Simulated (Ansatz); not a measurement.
**Telling isomers of CH4OSi− apart by their spectra**

These gas-phase data were calculated for one isomer of CH4OSi− at r2SCAN-D4/def2-SVPD (harmonic, unscaled wavenumbers; equilibrium rotational constants with average atomic masses):

| Item | Value |
| --- | --- |
| rotational constants | 24.59, 6.872, 5.713 GHz |
| all wavenumbers above 1500 cm⁻¹ | 3157, 3049, 1961, 1894 |

Candidates:

(1) the doublet with the links of `[O-][CH][SiH3]`
(2) the doublet with the links of `C[SiH][O-]`
(3) the doublet with the links of `[CH2][SiH2][O-]`

Question: Assign the data to one candidate and say why.

Answer: Candidate (3). 2 modes lie between 2750 and 3290 cm⁻¹, one for each C–H bond, while (1) has 1, (2) has 3.

The same quantities for all candidates:

|  | rotational constants (GHz) | wavenumbers above 1500 cm⁻¹ | E above the lowest, r2SCAN-D4/def2-SVPD (kcal/mol) |
| --- | --- | --- | --- |
| (1) | 39.08, 5.239, 4.864 | 2751, 2093, 2014, 1925 | 34.5 |
| (2) | 25.8, 6.573, 5.572 | 3090, 3059, 2968, 1883 | 0.0 |
| (3) | 24.59, 6.872, 5.713 | 3157, 3049, 1961, 1894 | 14.6 |

Harmonic stretches to hydrogen usually lie a few per cent above observed fundamentals. Each candidate is one conformer. Open shells are spin-unrestricted. Programs: Ansatz 0.2.0.
